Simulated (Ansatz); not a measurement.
in.yaml

```yaml
crystal:
  periodic: [false, false, false]
  atoms:
    - {symbol: Ge, position_ang: [0.000000, 0.013397, 0.343250]}
    - {symbol: O, position_ang: [0.000000, -0.107250, -1.438746]}
    - {symbol: H, position_ang: [0.000000, 0.736912, -1.899543]}
basis:
  gaussian: {orbitals: cc-pVTZ}
total_charge: 1
magnetization: {spin_polarized: true, initial_magnetization: 2}
correlation: {method: ccsdt_q, electrons: outside_noble_gas}
```

```sh
$ ansatz run in.yaml --threads 2 --pin off --events-out ev --progress --plain --max-ram 24576MiB --backend cuda --devices 0, --max-vram 18GiB
```

The program prints:

```
1037 factors; integrals over basis functions are off by at most 1.6e-7 eV
mean field evaluation 1: about -58507.9310 eV, gradient 5.2e1 eV
mean field evaluation 2: about -58507.9352 eV, gradient 5.2e1 eV
mean field evaluation 4: about -58517.9910 eV, gradient 5.1e0 eV
mean field evaluation 8: about -58518.3258 eV, gradient 4.5e-1 eV
mean field evaluation 16: about -58518.3515 eV, gradient 2.3e-6 eV
mean field evaluation 32: about -58518.3514 eV, gradient 6.1e-3 eV
mean field evaluation 64: about -58518.1286 eV, gradient 9.4e-5 eV
mean field evaluation 96: about -58518.3567 eV, gradient 2.1e-1 eV
mean field evaluation 128: about -58518.0058 eV, gradient 2.4e-4 eV
mean field evaluation 160: about -58512.0517 eV, gradient 1.1e1 eV
...
cycle  16  -8.39543922 eV  change   -1.5e-4 eV  update   1.5e-4
cycle  17  -8.39543968 eV  change   -4.6e-7 eV  update   9.0e-5
cycle  18  -8.39544403 eV  change   -4.4e-6 eV  update   4.4e-5
cycle  19  -8.39544861 eV  change   -4.6e-6 eV  update   2.7e-5
cycle  20  -8.39544054 eV  change    8.1e-6 eV  update   1.4e-5
cycle  21  -8.39544045 eV  change    8.5e-8 eV  update   7.7e-6
cycle  22  -8.39544000 eV  change    4.6e-7 eV  update   4.4e-6
cycle  23  -8.39543389 eV  change    6.1e-6 eV  update   2.7e-6
cycle  24  -8.39543128 eV  change    2.6e-6 eV  update   1.5e-6
cycle  25  -8.39543105 eV  change    2.3e-7 eV  update   8.8e-7
perturbative correction -0.02736449 eV, -0.0010056265 hartree
Total energy: -58526.77424607 eV, -2150.8192826707 hartree
```

Ran on 2 threads of AMD EPYC 7R13 with a shared H100 80 GB, shared host: 25 s wall, 0.83 GiB peak host memory.
